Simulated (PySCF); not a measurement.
First SCF of a structure search on doublet HSO₂, at a hand-made trigonal pyramidal geometry. PySCF input:

```python
from pyscf import gto, scf, dft
mol = gto.M(atom='''
S      0.000000     0.000000     0.000000
O     -0.666600     1.154600     0.708900
O     -0.666600    -1.154600     0.708900
H      1.192000     0.000000     0.633800''',
    basis={'S': 'def2-TZVP', 'O': 'def2-TZVP', 'H': 'def2-TZVP'},
    charge=0, spin=1)
mf = dft.UKS(mol, xc='PBE0')
mf.grids.atom_grid = (50, 194)
aux = {'S': 'def2-universal-JKFIT', 'O': 'def2-universal-JKFIT', 'H': 'def2-universal-JKFIT'}
mf = mf.density_fit(auxbasis=aux)
mf.conv_tol = 1e-08
mf.diis_space = 10
mf.max_cycle = 60
mf.init_guess = 'minao'
mf.verbose = 4
mf.kernel()
```

Excerpt of the output (cycles alone):

```
init E= -549.475278580718
cycle= 1 E= -548.651170503868  delta_E= 0.824  |g|= 0.796  |ddm|= 1.39
cycle= 2 E= -546.984933487675  delta_E= 1.67  |g|= 2.13  |ddm|= 1.89
cycle= 3 E= -548.913013893455  delta_E= -1.93  |g|= 0.0733  |ddm|=  1.6
cycle= 4 E= -548.915594925889  delta_E= -0.00258  |g|= 0.053  |ddm|= 0.0952
cycle= 5 E= -548.91702212486  delta_E= -0.00143  |g|= 0.0146  |ddm|= 0.0368
cycle= 6 E= -548.917215565656  delta_E= -0.000193  |g|= 0.00504  |ddm|= 0.019
cycle= 7 E= -548.917247318154  delta_E= -3.18e-05  |g|= 0.00178  |ddm|= 0.00867
cycle= 8 E= -548.917252708024  delta_E= -5.39e-06  |g|= 0.000846  |ddm|= 0.00368
cycle= 9 E= -548.917254322425  delta_E= -1.61e-06  |g|= 0.000318  |ddm|= 0.00222
cycle= 10 E= -548.917254731307  delta_E= -4.09e-07  |g|= 0.000128  |ddm|= 0.00137
cycle= 11 E= -548.917254784186  delta_E= -5.29e-08  |g|= 4.7e-05  |ddm|= 0.000514
cycle= 12 E= -548.917254789247  delta_E= -5.06e-09  |g|= 1.44e-05  |ddm|= 0.000153
Extra cycle  E= -548.917254789543  delta_E= -2.96e-10  |g|= 8.91e-06  |ddm|= 2.55e-05
converged SCF energy = -548.917254789543  <S^2> = 0.76204172  2S+1 = 2.0120057
```

No lower solution of this spin was found by a stability analysis within the unrestricted form.

The search for the lowest solution, with the stability check, took 6.5 s on 4 threads of a shared Arm Neoverse V1 host, with 105 basis functions; the process peaked at 0.37 GiB. Launch command: `OMP_NUM_THREADS=4 python axn.py task.json out`.
